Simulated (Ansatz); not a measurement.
Results of PBEsol (plane waves, PAW; Ansatz, a first-principles code) for bcc W.

A relaxed, unreconstructed slab of the (110) face has 6 atoms, two equal faces of 7.035 Å² each and an energy of -61536.2718 eV. A bulk cell of 2 atoms with the same orientation and in-plane k mesh has -20513.1313 eV. Energies are extrapolated to zero smearing.

Numerical settings: plane-wave cutoff 500 eV, 22×22×1 k mesh (along the axes of the cell as run), Fermi–Dirac smearing 0.1 eV, scalar-relativistic PAW data made under PBE.

Worked out: γ = (E_slab − N E_bulk per atom)/2A = [-61536.2718 − 6 × (-20513.1313/2)]/(2 × 7.035) = 0.2219 eV/Å². With 16.022 J/m² per eV/Å² this is 3.56 J/m², or 1.56 eV per surface cell and face.
